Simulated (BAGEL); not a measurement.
# singlet [SiNH4]+: a chain of runs

Aim: a single-point energy (singlet [SiNH4]+, HF/def2-TZVP), then the energy (doublet SiNH4, NEVPT2(3,2)/def2-TZVP), then the energy (doublet SiNH4, CASPT2(3,2)/def2-TZVP) of H4NSi. 

The calculation is run with BAGEL 1.2.2.

1 further run of the same task is left out (set aside as unsound or not needed).

## (1) Starting point

[SiNH4]+ has 6 atoms, charge +1, and is taken as a singlet. SMILES of the parent species: `[NH][SiH3]`. The Si2–H4 distance was set to 2.833 Å, away from the relaxed value. That shape belongs to the parent species and isn't relaxed for this state. At this shape a bond of the SMILES string is far longer than usual.

Bond lengths: N1–Si2 1.753 Å, N1–H3 1.023 Å, Si2–H5 1.491 Å, Si2–H6 1.481 Å. Angles: N1–Si2–H5 109.1°, N1–Si2–H6 109.3°, Si2–N1–H3 111.9°, H5–Si2–H6 109.5°.

## (2) The energy at HF/def2-TZVP (density fitting with svp-jkfit) (run 1)

hf.json

```json
{ "bagel": [

{
  "title": "molecule",
  "basis": "def2-tzvp.json",
  "df_basis": "svp-jkfit",
  "angstrom": "true",
  "geometry": [
    { "atom": "N", "xyz": [    1.588307,   -0.268292,    1.607448 ] },
    { "atom": "Si", "xyz": [    0.792507,    0.914508,    0.587948 ] },
    { "atom": "H", "xyz": [    1.919007,   -1.073792,    1.070648 ] },
    { "atom": "H", "xyz": [   -1.310600,   -0.282300,   -0.885500 ] },
    { "atom": "H", "xyz": [    1.785707,    1.478708,   -0.370952 ] },
    { "atom": "H", "xyz": [    0.248107,    2.001708,    1.434148 ] }
  ]
},
{ "title": "hf", "charge": 1 },
{ "title": "print", "file": "orbitals.molden", "orbitals": "true" }

]}
```

The basis set def2-TZVP is read from a file made from the Basis Set Exchange's data (not shown).

Command:

```
$ BAGEL_NUM_THREADS=1 BAGEL hf.json > hf.out
```

Output:

```text
* using 1 threads per process

  ===============================================================
  ===============================================================

  *** Geometry ***

  { "atom" : "N", "xyz" : [      3.001465,     -0.506998,      3.037636 ] },
  { "atom" : "Si", "xyz" : [      1.497621,      1.728170,      1.111061 ] },
  { "atom" : "H", "xyz" : [      3.626398,     -2.029173,      2.023231 ] },
  { "atom" : "H", "xyz" : [     -2.476675,     -0.533470,     -1.673352 ] },
  { "atom" : "H", "xyz" : [      3.374497,      2.794353,     -0.700998 ] },
  { "atom" : "H", "xyz" : [      0.468854,      3.782680,      2.710147 ] },

  Number of auxiliary basis functions:      277

  Since a DF basis is specified, we compute 2- and 3-index integrals:
    o Being stored without compression. Storage requirement is 0.019 GB

  Number of basis functions:       92
  Number of electrons      :       25

    * METHOD: MOLECULE                             0.18

  *** RHF ***

  === Nuclear Repulsion ===
    53.7163182261

      * DIIS with orbital gradients will be used.

  === RHF iteration (def2-tzvp.json) ===
      0       -344.72761667          0.03045247           0.05
      1       -343.29090280          0.06515519           0.04
      2       -345.04049572          0.01009923           0.04
      3       -345.12281972          0.00696391           0.04
      4       -345.13755840          0.00573997           0.04
      5       -345.15291100          0.00264527           0.04
      6       -345.15814603          0.00051364           0.05
      7       -345.15853488          0.00026428           0.04
      8       -345.15866597          0.00020326           0.04
      9       -345.15877120          0.00016013           0.04
     10       -345.15888560          0.00008203           0.04
     11       -345.15892218          0.00002372           0.04
     12       -345.15892405          0.00001048           0.04
     13       -345.15892413          0.00000633           0.04
     14       -345.15892417          0.00000284           0.03
     15       -345.15892419          0.00000113           0.04
     16       -345.15892419          0.00000036           0.03
     17       -345.15892419          0.00000012           0.03
     18       -345.15892419          0.00000006           0.03
     19       -345.15892419          0.00000004           0.04
     20       -345.15892419          0.00000002           0.04
     21       -345.15892419          0.00000001           0.04
     22       -345.15892419          0.00000001           0.03
    * SCF iteration converged.

    * Permanent dipole moment:
           (    0.593872,     0.694558,     1.095968) a.u.

    * METHOD: HF                                   1.10

    * METHOD: PRINT                                0.05

  ===============================================================
```

It took 1.9 s on 1 thread of AMD EPYC 7R43 (Zen 3), shared host; peak memory 0.14 GiB.

## (3) Doublet neutral SiNH4: a single-point energy at NEVPT2(3,2)/def2-TZVP (density fitting with svp-jkfit) (run 2)

input.json

```json
{ "bagel" : [

{
  "title" : "molecule",
  "basis" : "def2-tzvp.json",
  "df_basis" : "svp-jkfit",
  "angstrom" : "true",
  "geometry" : [
    { "atom" : "N", "xyz" : [       1.588307,      -0.268292,       1.607448 ] },
    { "atom" : "Si", "xyz" : [       0.792507,       0.914508,       0.587948 ] },
    { "atom" : "H", "xyz" : [       1.919007,      -1.073792,       1.070648 ] },
    { "atom" : "H", "xyz" : [      -1.310600,      -0.282300,      -0.885500 ] },
    { "atom" : "H", "xyz" : [       1.785707,       1.478708,      -0.370952 ] },
    { "atom" : "H", "xyz" : [       0.248107,       2.001708,       1.434148 ] }
  ]
},

{ "title" : "hf", "charge" : 1 },

{ "title" : "casscf", "nstate" : 1, "nact" : 2, "nclosed" : 11, "nspin" : 1, "active" : [12, 13], "maxiter" : 200, "natocc" : "true" },

{
  "title" : "nevpt2",
  "nstate" : 1,
  "nact" : 2,
  "nclosed" : 11,
  "nspin" : 1,
  "active" : [12, 13],
  "maxiter" : 200,
  "natocc" : "true",
  "ncore" : 6
},

{ "title" : "print", "file" : "orbitals.molden", "orbitals" : "true" }

]}
```

The basis set def2-TZVP is read from a file made from the Basis Set Exchange's data (not shown).

Command:

```
$ BAGEL_NUM_THREADS=1 BAGEL input.json > input.out
```

Output:

```text
* using 1 threads per process

  ===============================================================
  ===============================================================

  *** Geometry ***

  { "atom" : "N", "xyz" : [      3.001465,     -0.506998,      3.037636 ] },
  { "atom" : "Si", "xyz" : [      1.497621,      1.728170,      1.111061 ] },
  { "atom" : "H", "xyz" : [      3.626398,     -2.029173,      2.023231 ] },
  { "atom" : "H", "xyz" : [     -2.476675,     -0.533470,     -1.673352 ] },
  { "atom" : "H", "xyz" : [      3.374497,      2.794353,     -0.700998 ] },
  { "atom" : "H", "xyz" : [      0.468854,      3.782680,      2.710147 ] },

  Number of auxiliary basis functions:      277

  Since a DF basis is specified, we compute 2- and 3-index integrals:
    o Being stored without compression. Storage requirement is 0.019 GB

  Number of basis functions:       92
  Number of electrons      :       25

    * METHOD: MOLECULE                             0.14

  *** RHF ***

  === Nuclear Repulsion ===
    53.7163182261

      * DIIS with orbital gradients will be used.

  === RHF iteration (def2-tzvp.json) ===
      0       -344.72761667          0.03045247           0.04
      1       -343.29090280          0.06515519           0.04
      2       -345.04049572          0.01009923           0.04
      3       -345.12281972          0.00696391           0.04
      4       -345.13755840          0.00573997           0.04
      5       -345.15291100          0.00264527           0.04
      6       -345.15814603          0.00051364           0.04
      7       -345.15853488          0.00026428           0.03
      8       -345.15866597          0.00020326           0.04
      9       -345.15877120          0.00016013           0.04
     10       -345.15888560          0.00008203           0.04
     11       -345.15892218          0.00002372           0.05
     12       -345.15892405          0.00001048           0.04
     13       -345.15892413          0.00000633           0.03
     14       -345.15892417          0.00000284           0.03
     15       -345.15892419          0.00000113           0.04
     16       -345.15892419          0.00000036           0.03
     17       -345.15892419          0.00000012           0.04
     18       -345.15892419          0.00000006           0.04
     19       -345.15892419          0.00000004           0.03
     20       -345.15892419          0.00000002           0.04
     21       -345.15892419          0.00000001           0.03
     22       -345.15892419          0.00000001           0.04
    * SCF iteration converged.

    * Permanent dipole moment:
           (    0.593872,     0.694558,     1.095968) a.u.

    * METHOD: HF                                   0.97

  ---------------------------
      CASSCF calculation
  ---------------------------

    ==== Active orbitals : =====
         Orbital 12
         Orbital 13
    ============================

    * nstate   :      1
    * nclosed  :     11
    * nact     :      2
    * nvirt    :     79
  === CASSCF iteration (def2-tzvp.json) ===

    * Using the second-order algorithm

      0  0      -345.49811287     1.41e-02      0.02

      1  0      -345.54674342     5.82e-03      0.31

      2  0      -345.55181329     8.11e-04      0.30

      3  0      -345.55207685     6.86e-04      0.32

      4  0      -345.55200632     6.59e-03      0.26

      5  0      -345.55208907     1.57e-04      0.88

      6  0      -345.55208680     1.34e-03      0.62

      7  0      -345.55209092     1.48e-04      0.93

      8  0      -345.55205344     4.43e-03      0.58

      9  0      -345.55209024     5.02e-04      1.13

     10  0      -345.55208986     1.08e-03      0.61

     11  0      -345.55209220     7.48e-05      1.00

     12  0      -345.55208421     2.04e-03      0.48

     13  0      -345.55208905     1.13e-03      0.87
[... 5 lines of this table left out ...]
     16  0      -345.55209313     5.83e-05      0.34

     17  0      -345.55208194     2.34e-03      0.52

     18  0      -345.55209303     4.24e-05      1.04

     19  0      -345.55209307     2.26e-04      0.77

     20  0      -345.55209322     3.04e-05      0.82

     21  0      -345.55209323     2.75e-05      0.63

     22  0      -345.55209323     1.65e-05      0.24
[... 287 further lines ...]
    166  0      -345.55209331     8.09e-08      0.12

    167  0      -345.55209331     8.55e-08      0.11

    168  0      -345.55209331     7.15e-08      0.12

    169  0      -345.55209331     8.58e-08      0.12

    170  0      -345.55209331     7.44e-08      0.11

    171  0      -345.55209331     8.51e-08      0.12

    172  0      -345.55209331     7.15e-08      0.11

    173  0      -345.55209331     8.42e-08      0.12

    174  0      -345.55209331     6.89e-08      0.13

    175  0      -345.55209331     8.21e-08      0.14

    176  0      -345.55209331     6.73e-08      0.15

    177  0      -345.55209331     8.17e-08      0.11

    178  0      -345.55209331     6.71e-08      0.11

    179  0      -345.55209331     8.23e-08      0.12
[... 27 lines of this table left out ...]
    193  0      -345.55209331     7.00e-08      0.12

    194  0      -345.55209331     7.61e-08      0.11

    195  0      -345.55209331     6.51e-08      0.10

    196  0      -345.55209331     7.92e-08      0.10

    197  0      -345.55209331     6.37e-08      0.11

    198  0      -345.55209331     8.10e-08      0.11

    199  0      -345.55209331     6.32e-08      0.10

  ERROR: EXCEPTION RAISED:  Max iteration reached during the second-order optimization.
```

Wall time 39 s (1 thread of AMD EPYC 7R43 (Zen 3), shared host); peak memory 0.14 GiB.

The iterations ended before the threshold was met.

## (4) Doublet neutral SiNH4: a single-point energy at CASPT2(3,2)/def2-TZVP (density fitting with svp-jkfit) (run 3)

calc.json

```json
{ "bagel": [

{
  "title": "molecule",
  "basis": "def2-tzvp.json",
  "df_basis": "svp-jkfit",
  "angstrom": "true",
  "geometry": [
    { "atom": "N", "xyz": [    1.588307,   -0.268292,    1.607448 ] },
    { "atom": "Si", "xyz": [    0.792507,    0.914508,    0.587948 ] },
    { "atom": "H", "xyz": [    1.919007,   -1.073792,    1.070648 ] },
    { "atom": "H", "xyz": [   -1.310600,   -0.282300,   -0.885500 ] },
    { "atom": "H", "xyz": [    1.785707,    1.478708,   -0.370952 ] },
    { "atom": "H", "xyz": [    0.248107,    2.001708,    1.434148 ] }
  ]
},
{
  "title": "hf",
  "charge": 1
},
{
  "title": "casscf",
  "nstate": 1,
  "nact": 2,
  "nclosed": 11,
  "nspin": 1,
  "active": [12, 13],
  "maxiter": 200,
  "natocc": "true"
},
{
  "title": "print",
  "file": "orbitals.molden",
  "orbitals": "true"
},
{
  "title": "smith",
  "method": "caspt2",
  "ms": "true",
  "xms": "true",
  "sssr": "true",
  "shift": 0.2,
  "shift_imag": "true",
  "ncore": 6
}

]}
```

The basis set def2-TZVP is read from a file made from the Basis Set Exchange's data (not shown).

Command:

```
$ BAGEL_NUM_THREADS=1 BAGEL calc.json > calc.out
```

Output:

```text
* using 1 threads per process

  ===============================================================
  ===============================================================

  *** Geometry ***

  { "atom" : "N", "xyz" : [      3.001465,     -0.506998,      3.037636 ] },
  { "atom" : "Si", "xyz" : [      1.497621,      1.728170,      1.111061 ] },
  { "atom" : "H", "xyz" : [      3.626398,     -2.029173,      2.023231 ] },
  { "atom" : "H", "xyz" : [     -2.476675,     -0.533470,     -1.673352 ] },
  { "atom" : "H", "xyz" : [      3.374497,      2.794353,     -0.700998 ] },
  { "atom" : "H", "xyz" : [      0.468854,      3.782680,      2.710147 ] },

  Number of auxiliary basis functions:      277

  Since a DF basis is specified, we compute 2- and 3-index integrals:
    o Being stored without compression. Storage requirement is 0.019 GB

  Number of basis functions:       92
  Number of electrons      :       25

    * METHOD: MOLECULE                             0.14

  *** RHF ***

  === Nuclear Repulsion ===
    53.7163182261

      * DIIS with orbital gradients will be used.

  === RHF iteration (def2-tzvp.json) ===
      0       -344.72761667          0.03045247           0.03
      1       -343.29090280          0.06515519           0.03
      2       -345.04049572          0.01009923           0.03
      3       -345.12281972          0.00696391           0.03
      4       -345.13755840          0.00573997           0.03
      5       -345.15291100          0.00264527           0.03
      6       -345.15814603          0.00051364           0.03
      7       -345.15853488          0.00026428           0.03
      8       -345.15866597          0.00020326           0.04
      9       -345.15877120          0.00016013           0.03
     10       -345.15888560          0.00008203           0.03
     11       -345.15892218          0.00002372           0.03
     12       -345.15892405          0.00001048           0.03
     13       -345.15892413          0.00000633           0.03
     14       -345.15892417          0.00000284           0.03
     15       -345.15892419          0.00000113           0.03
     16       -345.15892419          0.00000036           0.03
     17       -345.15892419          0.00000012           0.03
     18       -345.15892419          0.00000006           0.03
     19       -345.15892419          0.00000004           0.03
     20       -345.15892419          0.00000002           0.03
     21       -345.15892419          0.00000001           0.03
     22       -345.15892419          0.00000001           0.03
    * SCF iteration converged.

    * Permanent dipole moment:
           (    0.593872,     0.694558,     1.095968) a.u.

    * METHOD: HF                                   0.87

  ---------------------------
      CASSCF calculation
  ---------------------------

    ==== Active orbitals : =====
         Orbital 12
         Orbital 13
    ============================

    * nstate   :      1
    * nclosed  :     11
    * nact     :      2
    * nvirt    :     79
  === CASSCF iteration (def2-tzvp.json) ===

    * Using the second-order algorithm

      0  0      -345.49811287     1.41e-02      0.01

      1  0      -345.54674342     5.82e-03      0.26

      2  0      -345.55181329     8.11e-04      0.25

      3  0      -345.55207685     6.86e-04      0.27

      4  0      -345.55200632     6.59e-03      0.23

      5  0      -345.55208907     1.57e-04      0.91

      6  0      -345.55208680     1.34e-03      0.58

      7  0      -345.55209092     1.48e-04      0.81

      8  0      -345.55205344     4.43e-03      0.52

      9  0      -345.55209024     5.02e-04      0.88

     10  0      -345.55208986     1.08e-03      0.49

     11  0      -345.55209220     7.48e-05      0.90

     12  0      -345.55208421     2.04e-03      0.50

     13  0      -345.55208905     1.13e-03      0.92
[... 5 lines of this table left out ...]
     16  0      -345.55209313     5.83e-05      0.32

     17  0      -345.55208194     2.34e-03      0.50

     18  0      -345.55209303     4.24e-05      1.07

     19  0      -345.55209307     2.26e-04      0.75

     20  0      -345.55209322     3.04e-05      0.77

     21  0      -345.55209323     2.75e-05      0.64

     22  0      -345.55209323     1.65e-05      0.22
[... 287 further lines ...]
    166  0      -345.55209331     8.09e-08      0.14

    167  0      -345.55209331     8.55e-08      0.15

    168  0      -345.55209331     7.15e-08      0.15

    169  0      -345.55209331     8.58e-08      0.16

    170  0      -345.55209331     7.44e-08      0.15

    171  0      -345.55209331     8.51e-08      0.14

    172  0      -345.55209331     7.15e-08      0.11

    173  0      -345.55209331     8.42e-08      0.13

    174  0      -345.55209331     6.89e-08      0.11

    175  0      -345.55209331     8.21e-08      0.12

    176  0      -345.55209331     6.73e-08      0.11

    177  0      -345.55209331     8.17e-08      0.11

    178  0      -345.55209331     6.71e-08      0.11

    179  0      -345.55209331     8.23e-08      0.11
[... 27 lines of this table left out ...]
    193  0      -345.55209331     7.00e-08      0.12

    194  0      -345.55209331     7.61e-08      0.10

    195  0      -345.55209331     6.51e-08      0.11

    196  0      -345.55209331     7.92e-08      0.12

    197  0      -345.55209331     6.37e-08      0.12

    198  0      -345.55209331     8.10e-08      0.12

    199  0      -345.55209331     6.32e-08      0.12

  ERROR: EXCEPTION RAISED:  Max iteration reached during the second-order optimization.
```

Run time: 42 s. Hardware: 1 thread of AMD EPYC 7R43 (Zen 3), shared host; peak memory 0.14 GiB.

The run stopped without converging.

## (5) Outcome

| quantity | value |
| --- | --- |
| run 1, HF/def2-TZVP: total energy | -345.15892 Eh |
| run 1, HF/def2-TZVP: HOMO energy | -15.50 eV |
| run 1, HF/def2-TZVP: LUMO energy | -9.16 eV |
| run 1, HF/def2-TZVP: HOMO–LUMO gap | 6.34 eV |
| doublet neutral SiNH4, run 2 | no result (not converged) |
| doublet neutral SiNH4, run 3 | no result (not converged) |

In words: 2 of the 3 runs did not end normally.
